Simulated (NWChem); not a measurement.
System: NH2, doublet; SMILES [NH2]

The following NWChem deck was run.

```
start job
memory heap 200 mb stack 900 mb global 1100 mb
geometry units angstroms noautosym nocenter noautoz
  N      0.000000     0.000000     0.166678
  H      0.804064     0.000000    -0.471843
  H     -0.804064     0.000000    -0.471843
end
basis spherical
  * library def2-svp
end
dft
  odft
  mult 2
  xc b3lyp
  iterations 150
end
cosmo
  dielec 4.8
end
task dft energy
```

In the optimisation the excess spin sits in b2 (C2v, its own frame). The geometry was optimised at PBE0-D3(BJ)/def2-TZVP, spin-unrestricted. No stability test was run on the SCF state.

Level: B3LYP/def2-SVP with COSMO at NWChem's default radii, gas-phase geometry; the question gives the dielectric constant. Reactions with the solvent are ignored.

Problem. What results follow from this input? (B3LYP/def2-SVP, spin-unrestricted, COSMO on the gas-phase geometry.) Quantities: electrostatic solvation energy (kcal/mol); dipole in solution (D).

Solution. 
```yaml
electrostatic solvation energy (kcal/mol): -3.6
dipole in solution (D): 2.14
```
